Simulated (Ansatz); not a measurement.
# SiHCl₂− (SMILES Cl[SiH-]Cl): single points off equilibrium

The task here is to estimate one member of a computed series from the others.

The runs use Ansatz 0.2.0, Gaussian basis; single points in def2-TZVPPD.

Correlated methods freeze the cores.

## Where the work starts

SMILES `Cl[SiH-]Cl`, 4 atoms, charge -1, spin multiplicity 1.

Atoms are counted from 1 here; the program's logs count them from 0.

Bond lengths: Cl1–Si2 2.212 Å, Si2–Cl3 2.252 Å, Si2–H4 1.403 Å. Angles: Cl1–Si2–Cl3 98.8°, Cl1–Si2–H4 92.4°, Cl3–Si2–H4 97.8°.

Coordinates:

```xyz
4
charge -1, multiplicity 1
Cl   -1.6273    0.3942    0.8375
Si    0.2663   -0.6024    0.2760
Cl    0.2477   -0.1603   -1.9321
H     1.0344    0.4983    0.6835
```

The first run:

run/in.yaml

```yaml
crystal:
  periodic: [false, false, false]
  atoms:
    - {symbol: Cl, position_ang: [-1.627300, 0.394200, 0.837500]}
    - {symbol: Si, position_ang: [0.266300, -0.602400, 0.276000]}
    - {symbol: Cl, position_ang: [0.247700, -0.160300, -1.932100]}
    - {symbol: H, position_ang: [1.034400, 0.498300, 0.683500]}
basis:
  gaussian: {orbitals: "def2-TZVPPD.json"}
total_charge: -1
correlation: {method: ccsd_t}
output: {forces: true}
```

The basis file named in the input lies beside it (Basis Set Exchange, JSON).

The command line of these runs was not kept.

Among the steps run: CCSD(T)/def2-TZVPPD; PBE0-D4/def2-TZVPPD; wB97M-V/def2-TZVPPD; r2SCAN-D4/def2-TZVPPD; PBE-D4/def2-TZVPPD; SPW92/def2-TZVPPD; HSE06-D4/def2-TZVPPD.

One of the session's tables, all rows but one given; the rest of the session is left out.

```
   method  RMS force component (eV/Å)  angle to CCSD(T) forces (°)
  CCSD(T)                       1.005                    reference
  PBE0-D4                       1.063                          2.9
  wB97M-V                       1.002                          1.0
r2SCAN-D4                           ?                            ?
   PBE-D4                       1.122                          3.6
    SPW92                       1.135                          5.8
 HSE06-D4                       1.065                          2.8
```

**Question.** Estimate the row for r2SCAN-D4.

As computed: RMS force component (eV/Å): 1.051; angle to CCSD(T) forces (°): 1.2. In the column «RMS force component (eV/Å)» it lies between CCSD(T) (1.005) and PBE0-D4 (1.063).
